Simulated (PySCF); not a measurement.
Converging NaN in the basis (CCSD(T))

PySCF, ROHF reference; triplet, unpaired electrons π ↑↑; De to Na + N without counterpoise correction. Frozen cores follow the default of each basis and core potential.

| basis | relativity | functions | Re (Å) | ωe (cm⁻¹) | De (eV) | frozen orbitals |
| --- | --- | --- | --- | --- | --- | --- |
| 6-31G(d,p) | no relativity | 32 | 2.332 | 320 | 0.41 | 2 |
| pcseg-2 | no relativity | 49 | 2.270 | 388 | 0.77 | 2 |
| def2-TZVPP | no relativity | 63 | 2.241 | 381 | 0.75 | 2 |

Question: How does each smaller set differ from the one with most functions, def2-TZVPP?

Answer: 6-31G(d,p): +9.1 pm, -16.0 % in ωe, -0.34 eV in De; pcseg-2: +2.9 pm, +1.8 % in ωe, +0.02 eV in De. All at CCSD(T); the set with most functions is neither the basis-set limit nor always the best.

Correlated steps freeze 2 core orbitals. Correlated levels converge slowly with the basis: in double zeta they bind strong bonds too weakly, by up to about 1 eV, and carry superposition errors of some tenths. The CCSD T1 diagnostic is raised in NaN, a sign that a single reference may not be enough there. The state was picked by a PBE0 search and need not be the measured ground state.
